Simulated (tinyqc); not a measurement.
Worked calculation: coupled-perturbed Hartree-Fock on RHF in the sto-6g basis, for H2O, spin multiplicity 1. Computed by tinyqc, a small Python program that keeps every step (integrals from PySCF). Settings: charge = 0, multiplicity = 1, basis = sto-6g, method = RHF, energy threshold = 1e-10, iteration cap = 75, orthogonalisation = canonical, start = Wolfsberg-Helmholz matrix, DIIS depth = 6. Command: `OMP_NUM_THREADS=1 python tinyqc.py 21323 21324 out.jsonl` (the two numbers bound the seeds that draw the settings). One thread of a shared host (Intel(R) Xeon(R) Processor @ 2.60GHz), about 0.3 s of CPU time with the checks. The early iterations of the SCF are left out here.

## One-electron integrals

Geometry (angstrom):
```
atom        x         y        z
O     0.00000   0.00000  0.00000
H     0.00000   0.90200  0.59400
H     0.00000  -0.90200  0.59400
```

Basis sto-6g: exponents (1/bohr^2) and contraction coefficients of normalised primitives:
```
element  l (shell)    exponent  coefficient
O            s (1)  1355.58423      0.00916
O            s (1)   248.54489      0.04936
O            s (1)    69.53390      0.16854
O            s (1)    23.88677      0.37056
O            s (1)     9.27593      0.41649
O            s (1)     3.82034      0.13033
O            s (2)    52.18776     -0.01325
O            s (2)    10.32932     -0.04699
O            s (2)     3.21034     -0.03379
O            s (2)     1.23514      0.25024
O            s (2)     0.53642      0.59512
O            s (2)     0.24588      0.24071
O            p (3)    52.18776      0.00376
O            p (3)    10.32932      0.03768
O            p (3)     3.21034      0.17390
O            p (3)     1.23514      0.41804
O            p (3)     0.53642      0.42586
O            p (3)     0.24588      0.10171
H            s (1)    35.52322      0.00916
H            s (1)     6.51314      0.04936
H            s (1)     1.82214      0.16854
H            s (1)     0.62596      0.37056
H            s (1)     0.24308      0.41649
H            s (1)     0.10011      0.13033
```

Overlap, kinetic and nuclear-attraction integrals over the contracted functions; the nuclear repulsion is the sum of Za Zb / Rab.

nuclear repulsion = 8.1328634 hartree

overlap S, lower triangle:
```
          1O 1s    1O 2s   1O 2px    1O 2py   1O 2pz    2H 1s    3H 1s
1O 1s   1.00000
1O 2s   0.23114  1.00000
1O 2px  0.00000  0.00000  1.00000
1O 2py  0.00000  0.00000  0.00000   1.00000
1O 2pz  0.00000  0.00000  0.00000   0.00000  1.00000
2H 1s   0.04179  0.40010  0.00000   0.29038  0.19123  1.00000
3H 1s   0.04179  0.40010  0.00000  -0.29038  0.19123  0.16320  1.00000
```

kinetic energy T (hartree), lower triangle:
```
           1O 1s    1O 2s   1O 2px    1O 2py   1O 2pz     2H 1s    3H 1s
1O 1s   29.32720
1O 2s   -0.89602  0.84262
1O 2px   0.00000  0.00000  2.53131
1O 2py   0.00000  0.00000  0.00000   2.53131
1O 2pz   0.00000  0.00000  0.00000   0.00000  2.53131
2H 1s   -0.00556  0.07648  0.00000   0.16493  0.10861   0.76852
3H 1s   -0.00556  0.07648  0.00000  -0.16493  0.10861  -0.00815  0.76852
```

nuclear attraction V (hartree), lower triangle:
```
            1O 1s     1O 2s    1O 2px     1O 2py    1O 2pz     2H 1s     3H 1s
1O 1s   -62.23826
1O 2s    -6.37779  -9.97412
1O 2px    0.00000   0.00000  -9.91068
1O 2py    0.00000   0.00000   0.00000  -10.04258
1O 2pz   -0.01419  -0.16338   0.00000    0.00000  -9.96788
2H 1s    -1.31841  -3.08508   0.00000   -1.98765  -1.35079  -5.36466
3H 1s    -1.31841  -3.08508   0.00000    1.98765  -1.35079  -0.98440  -5.36466
```

core Hamiltonian H = T + V (hartree), lower triangle:
```
            1O 1s     1O 2s    1O 2px    1O 2py    1O 2pz     2H 1s     3H 1s
1O 1s   -32.91106
1O 2s    -7.27381  -9.13151
1O 2px    0.00000   0.00000  -7.37937
1O 2py    0.00000   0.00000   0.00000  -7.51127
1O 2pz   -0.01419  -0.16338   0.00000   0.00000  -7.43658
2H 1s    -1.32397  -3.00861   0.00000  -1.82272  -1.24218  -4.59614
3H 1s    -1.32397  -3.00861   0.00000   1.82272  -1.24218  -0.99255  -4.59614
```

## Two-electron integrals

Functions are numbered as in S; the eight-fold symmetry (ij|kl) = (ji|kl) = (kl|ij) leaves the list below.

Two-electron integrals (ij|kl) in chemists' order, unique and non-zero (hartree):
```
(11|11) 4.78749    (21|11) 0.67588    (21|21) 0.12150    (22|11) 1.11738
(22|21) 0.24921    (22|22) 0.81738    (31|31) 0.02576    (32|31) 0.03914
(32|32) 0.18066    (33|11) 1.11738    (33|21) 0.24921    (33|22) 0.81738
(33|33) 0.88066    (41|41) 0.02576    (42|41) 0.03914    (42|42) 0.18066
(43|43) 0.04746    (44|11) 1.11738    (44|21) 0.24921    (44|22) 0.81738
(44|33) 0.78574    (44|44) 0.88066    (51|51) 0.02576    (52|51) 0.03914
(52|52) 0.18066    (53|53) 0.04746    (54|54) 0.04746    (55|11) 1.11738
(55|21) 0.24921    (55|22) 0.81738    (55|33) 0.78574    (55|44) 0.78574
(55|55) 0.88066    (61|11) 0.13017    (61|21) 0.02244    (61|22) 0.04503
(61|33) 0.04494    (61|41) 0.00092    (61|42) 0.00180    (61|44) 0.04514
(61|51) 0.00060    (61|52) 0.00118    (61|54) 0.00013    (61|55) 0.04502
(61|61) 0.00422    (62|11) 0.32537    (62|21) 0.07363    (62|22) 0.26850
(62|33) 0.26398    (62|41) 0.00494    (62|42) 0.03688    (62|44) 0.27344
(62|51) 0.00325    (62|52) 0.02428    (62|54) 0.00623    (62|55) 0.26808
(62|61) 0.01368    (62|62) 0.11113    (63|31) 0.00806    (63|32) 0.04577
(63|43) 0.00756    (63|53) 0.00498    (63|63) 0.01545    (64|11) 0.19979
(64|21) 0.04584    (64|22) 0.17828    (64|33) 0.17032    (64|41) 0.01073
(64|42) 0.06871    (64|44) 0.19154    (64|51) 0.00176    (64|52) 0.01511
(64|54) 0.00899    (64|55) 0.17297    (64|61) 0.00889    (64|62) 0.08970
(64|64) 0.08702    (65|11) 0.13157    (65|21) 0.03019    (65|22) 0.11740
(65|33) 0.11216    (65|41) 0.00176    (65|42) 0.01511    (65|44) 0.11618
(65|51) 0.00922    (65|52) 0.05572    (65|54) 0.01020    (65|55) 0.12386
(65|61) 0.00586    (65|62) 0.05907    (65|64) 0.04713    (65|65) 0.04649
(66|11) 0.47859    (66|21) 0.11031    (66|22) 0.46102    (66|33) 0.44290
(66|41) 0.00931    (66|42) 0.09600    (66|44) 0.48080    (66|51) 0.00613
(66|52) 0.06322    (66|54) 0.02496    (66|55) 0.45934    (66|61) 0.02069
(66|62) 0.24531    (66|64) 0.22584    (66|65) 0.14872    (66|66) 0.77500
(71|11) 0.13017    (71|21) 0.02244    (71|22) 0.04503    (71|33) 0.04494
(71|41) -0.00092   (71|42) -0.00180   (71|44) 0.04514    (71|51) 0.00060
(71|52) 0.00118    (71|54) -0.00013   (71|55) 0.04502    (71|61) 0.00415
(71|62) 0.01317    (71|64) 0.00782    (71|65) 0.00564    (71|66) 0.01966
(71|71) 0.00422    (72|11) 0.32537    (72|21) 0.07363    (72|22) 0.26850
(72|33) 0.26398    (72|41) -0.00494   (72|42) -0.03688   (72|44) 0.27344
(72|51) 0.00325    (72|52) 0.02428    (72|54) -0.00623   (72|55) 0.26808
(72|61) 0.01317    (72|62) 0.08716    (72|64) 0.04904    (72|65) 0.04495
(72|66) 0.15400    (72|71) 0.01368    (72|72) 0.11113    (73|31) 0.00806
(73|32) 0.04577    (73|43) -0.00756   (73|53) 0.00498    (73|63) 0.01164
(73|73) 0.01545    (74|11) -0.19979   (74|21) -0.04584   (74|22) -0.17828
(74|33) -0.17032   (74|41) 0.01073    (74|42) 0.06871    (74|44) -0.19154
(74|51) -0.00176   (74|52) -0.01511   (74|54) 0.00899    (74|55) -0.17297
(74|61) -0.00782   (74|62) -0.04904   (74|64) -0.01661   (74|65) -0.02478
(74|66) -0.07894   (74|71) -0.00889   (74|72) -0.08970   (74|74) 0.08702
(75|11) 0.13157    (75|21) 0.03019    (75|22) 0.11740    (75|33) 0.11216
(75|41) -0.00176   (75|42) -0.01511   (75|44) 0.11618    (75|51) 0.00922
(75|52) 0.05572    (75|54) -0.01020   (75|55) 0.12386    (75|61) 0.00564
(75|62) 0.04495    (75|64) 0.02478    (75|65) 0.03443    (75|66) 0.08639
(75|71) 0.00586    (75|72) 0.05907    (75|74) -0.04713   (75|75) 0.04649
(76|11) 0.09899    (76|21) 0.02260    (76|22) 0.08876    (76|33) 0.08690
(76|44) 0.08883    (76|51) 0.00161    (76|52) 0.01403    (76|55) 0.09054
(76|61) 0.00414    (76|62) 0.03565    (76|64) 0.02502    (76|65) 0.02133
(76|66) 0.08009    (76|71) 0.00414    (76|72) 0.03565    (76|74) -0.02502
(76|75) 0.02133    (76|76) 0.01411    (77|11) 0.47859    (77|21) 0.11031
(77|22) 0.46102    (77|33) 0.44290    (77|41) -0.00931   (77|42) -0.09600
(77|44) 0.48080    (77|51) 0.00613    (77|52) 0.06322    (77|54) -0.02496
(77|55) 0.45934    (77|61) 0.01966    (77|62) 0.15400    (77|64) 0.07894
(77|65) 0.08639    (77|66) 0.29129    (77|71) 0.02069    (77|72) 0.24531
(77|74) -0.22584   (77|75) 0.14872    (77|76) 0.08009    (77|77) 0.77500
```

## Orthogonalisation

S = U s U^T; canonical form X = U s^(-1/2), so that X^T S X = 1. Each column of U has its largest component positive (the first on a tie).

eigenvalues of S: 0.42324  0.49971  0.89549  1.00000  1.08540  1.33709  1.75907

X:
```
               1         2         3        4         5         6        7
1O 1s   -0.33053   0.00000   0.74194  0.00000  -0.60946   0.00000  0.18103
1O 2s    1.06878   0.00000  -0.27075  0.00000  -0.27810   0.00000  0.45673
1O 2px   0.00000   0.00000   0.00000  1.00000   0.00000   0.00000  0.00000
1O 2py   0.00000   0.89753   0.00000  0.00000   0.00000   0.66845  0.00000
1O 2pz   0.44751   0.00000   0.65488  0.00000   0.65550   0.00000  0.19195
2H 1s   -0.67487  -0.77317  -0.17896  0.00000   0.14637   0.38799  0.38096
3H 1s   -0.67487   0.77317  -0.17896  0.00000   0.14637  -0.38799  0.38096
```

## Iteration 8 (converged): orbitals

converged F (hartree), lower triangle:
```
            1O 1s     1O 2s    1O 2px    1O 2py    1O 2pz     2H 1s     3H 1s
1O 1s   -20.50410
1O 2s    -4.96172  -2.30270
1O 2px    0.00000   0.00000  -0.38539
1O 2py    0.00000   0.00000   0.00000  -0.25133
1O 2pz   -0.02531  -0.07361   0.00000   0.00000  -0.28598
2H 1s    -0.90446  -0.81994   0.00000  -0.37862  -0.30154  -0.43291
3H 1s    -0.90446  -0.81994   0.00000   0.37862  -0.30154  -0.23850  -0.43291
```

Diagonalise F' = X^T F X, C = X C', fill 5 alpha and 5 beta electrons from the bottom; D = 2 C_occ C_occ^T. Each column has its largest component positive (the first on a tie).

F' = X^T F X (hartree), lower triangle:
```
          1        2         3         4         5         6         7
1  -0.17371
2   0.00000  0.61607
3   2.15220  0.00000  -9.16376
4   0.00000  0.00000   0.00000  -0.38539
5  -1.64496  0.00000   8.84257   0.00000  -9.24027
6   0.00000  0.09352   0.00000   0.00000   0.00000  -0.56361
7   0.44379  0.00000  -4.15579   0.00000   4.32522   0.00000  -3.10121
```

orbital energies (hartree): MO1 -20.50711, MO2 -1.21469, MO3 -0.57098, MO4 -0.42278, MO5 -0.38539, MO6 0.46563, MO7 0.62344

coefficients C:
```
             MO1       MO2       MO3       MO4      MO5       MO6       MO7
1O 1s    0.99681  -0.22695   0.00000   0.08399  0.00000   0.10845   0.00000
1O 2s    0.01455   0.88222   0.00000  -0.46541  0.00000  -0.71163   0.00000
1O 2px   0.00000   0.00000   0.00000   0.00000  1.00000   0.00000   0.00000
1O 2py   0.00000   0.00000   0.59590   0.00000  0.00000   0.00000   0.94726
1O 2pz   0.00236   0.08522   0.00000   0.77912  0.00000  -0.69381   0.00000
2H 1s   -0.00296   0.14400   0.44751   0.31427  0.00000   0.73111  -0.74031
3H 1s   -0.00296   0.14400  -0.44751   0.31427  0.00000   0.73111   0.74031
```

D after iteration 8, lower triangle:
```
           1O 1s     1O 2s   1O 2px    1O 2py   1O 2pz     2H 1s    3H 1s
1O 1s    2.10437
1O 2s   -0.44961   1.99025
1O 2px   0.00000   0.00000  2.00000
1O 2py   0.00000   0.00000  0.00000   0.71019
1O 2pz   0.09690  -0.57477  0.00000   0.00000  1.22858
2H 1s   -0.01848  -0.03853  0.00000   0.53334  0.51424   0.63955
3H 1s   -0.01848  -0.03853  0.00000  -0.53334  0.51424  -0.16151  0.63955
```

## Convergence

Stop when the energy changes by less than 1e-10 hartree and every element of the error matrix X^T (F D S - S D F) X is below 3e-06.

Course of the cycle:
```
iteration  E (hartree)     change  largest element of the error matrix
1          -75.2679519          -                             6.83e-01
2          -75.6336832  -3.66e-01                             1.60e-01
3          -75.6533472  -1.97e-02                             4.44e-02
4          -75.6555560  -2.21e-03                             9.58e-03
5          -75.6556870  -1.31e-04                             2.33e-03
6          -75.6557035  -1.65e-05                             5.83e-05
7          -75.6557035  -1.91e-09                             5.07e-07
8          -75.6557035  -2.27e-13                             8.55e-10
```

PySCF RHF in the same basis = -75.6557035 hartree

Converged in 8 iterations.

## Integrals over molecular orbitals

(pq|rs) = sum C_ip C_jq C_kr C_ls (ij|kl), one index at a time.

one-electron integrals over orbitals h = C^T H C (hartree), lower triangle:
```
           1         2         3         4         5         6         7
1  -32.89822
2    0.57795  -7.61612
3    0.00000   0.00000  -6.05481
4   -0.20471   0.51290   0.00000  -6.73910
5    0.00000   0.00000   0.00000   0.00000  -7.37937
6   -0.28175   1.26965   0.00000   1.23382   0.00000  -5.24049
7    0.00000   0.00000  -1.78933   0.00000   0.00000   0.00000  -5.57700
```

Two-electron integrals over orbitals (pq|rs), unique and non-zero (hartree):
```
(11|11) 4.76303    (21|11) -0.43775   (21|21) 0.06488    (22|11) 1.03203
(22|21) -0.01615   (22|22) 0.72445    (31|31) 0.01054    (32|31) 0.01652
(32|32) 0.13322    (33|11) 0.76183    (33|21) -0.00428   (33|22) 0.61668
(33|33) 0.59752    (41|11) 0.16585    (41|21) -0.02272   (41|22) 0.01261
(41|33) 0.00503    (41|41) 0.02625    (42|11) -0.14387   (42|21) 0.00842
(42|22) -0.02051   (42|33) 0.00410    (42|41) 0.01967    (42|42) 0.13080
(43|31) -0.00229   (43|32) 0.02802    (43|43) 0.05242    (44|11) 0.96725
(44|21) -0.01159   (44|22) 0.67393    (44|33) 0.57268    (44|41) -0.01001
(44|42) -0.09962   (44|44) 0.73300    (51|51) 0.02667    (52|51) 0.03305
(52|52) 0.15018    (53|53) 0.02644    (54|51) -0.01157   (54|52) -0.04236
(54|54) 0.04936    (55|11) 1.11709    (55|21) -0.01154   (55|22) 0.75539
(55|33) 0.60328    (55|41) 0.00409    (55|42) -0.07514   (55|44) 0.70722
(55|55) 0.88066    (61|11) 0.22118    (61|21) -0.03467   (61|22) 0.00352
(61|33) -0.00020   (61|41) -0.00131   (61|42) -0.02039   (61|44) 0.01585
(61|55) 0.00540    (61|61) 0.02845    (62|11) -0.28578   (62|21) 0.00740
(62|22) -0.13404   (62|33) -0.06440   (62|41) -0.01840   (62|42) -0.03011
(62|44) -0.07522   (62|55) -0.14698   (62|61) 0.00752    (62|62) 0.09514
(63|31) -0.00236   (63|32) 0.04395    (63|43) 0.03803    (63|63) 0.08110
(64|11) -0.24896   (64|21) 0.00243    (64|22) -0.11956   (64|33) -0.04473
(64|41) -0.00243   (64|42) 0.03578    (64|44) -0.12851   (64|55) -0.13813
(64|61) 2.22e-05   (64|62) 0.06387    (64|64) 0.08558    (65|51) -0.01404
(65|52) -0.05422   (65|54) -0.00404   (65|65) 0.03477    (66|11) 0.77022
(66|21) -0.00747   (66|22) 0.58735    (66|33) 0.54841    (66|41) 0.01847
(66|42) 0.05242    (66|44) 0.53907    (66|55) 0.57053    (66|61) -0.00775
(66|62) -0.08786   (66|64) -0.04760   (66|66) 0.57682    (71|31) 0.01495
(71|32) 0.02220    (71|43) -0.00337   (71|63) -0.00299   (71|71) 0.02122
(72|31) 0.01469    (72|32) 0.05390    (72|43) -0.02831   (72|63) -0.03004
(72|71) 0.01989    (72|72) 0.06798    (73|11) 0.37214    (73|21) -0.00675
(73|22) 0.16458    (73|33) 0.08949    (73|41) -0.00038   (73|42) -0.07223
(73|44) 0.15352    (73|55) 0.20177    (73|61) 0.00542    (73|62) -0.07240
(73|64) -0.09202   (73|66) 0.04117    (73|73) 0.15575    (74|31) -0.00801
(74|32) -0.07051   (74|43) -0.00866   (74|63) -0.05399   (74|71) -0.01121
(74|72) -0.01778   (74|74) 0.06720    (75|53) 0.02400    (75|75) 0.02557
(76|31) -0.00827   (76|32) -0.09205   (76|43) -0.05979   (76|63) -0.07353
(76|71) -0.01125   (76|72) 0.00203    (76|74) 0.05921    (76|76) 0.11859
(77|11) 0.85806    (77|21) -0.00900   (77|22) 0.61526    (77|33) 0.58731
(77|41) 0.00335    (77|42) -0.02063   (77|44) 0.59097    (77|55) 0.61749
(77|61) 0.00428    (77|62) -0.06510   (77|64) -0.05007   (77|66) 0.55011
(77|73) 0.10215    (77|77) 0.60540
```

## Response to a field: uncoupled start

dipole integrals <a|y|i> (bohr):
```
         i1        i2       i3        i4       i5
a6  0.00000   0.00000  0.98496   0.00000  0.00000
a7  0.05355  -0.10402  0.00000  -0.75591  0.00000
```

Field along y; U_ai = -mu_ai / (e_a - e_i), alpha = -4 sum U_ai mu_ai.

uncoupled U:
```
          i1       i2        i3       i4       i5
a6   0.00000  0.00000  -0.95018  0.00000  0.00000
a7  -0.00253  0.05659   0.00000  0.72252  0.00000
```

uncoupled polarisability = 5.95231 bohr^3

## Coupled step 1

U_ai = -(mu_ai + sum_bj [4 (ai|bj) - (ab|ij) - (aj|bi)] U_bj) / (e_a - e_i); alpha = -4 sum U_ai mu_ai.

U after step 1:
```
          i1       i2        i3       i4       i5
a6   0.00000  0.00000  -1.18758  0.00000  0.00000
a7  -0.00196  0.10511   0.00000  0.93485  0.00000
```

polarisability = 7.54973 bohr^3

## Coupled step 2

As before.

U after step 2:
```
          i1       i2        i3       i4       i5
a6   0.00000  0.00000  -1.24639  0.00000  0.00000
a7  -0.00182  0.12545   0.00000  1.00086  0.00000
```

polarisability = 7.98943 bohr^3

## Coupled polarisability

Repeat until U stops changing; compare with -d2E/dF2.

Course of the coupled iterations:
```
step  alpha (bohr^3)
0            5.95231
1            7.54973
2            7.98943
3            8.11323
4            8.14885
5            8.15932
6            8.16247
7            8.16344
8            8.16375
9            8.16385
10           8.16389
11           8.16390
12           8.16390
13           8.16390
14           8.16390
15           8.16390
16           8.16390
17           8.16390
18           8.16390
19           8.16390
```

coupled polarisability = 8.16390 bohr^3

finite-field check, fields of +/-0.001 au = 8.16390 bohr^3
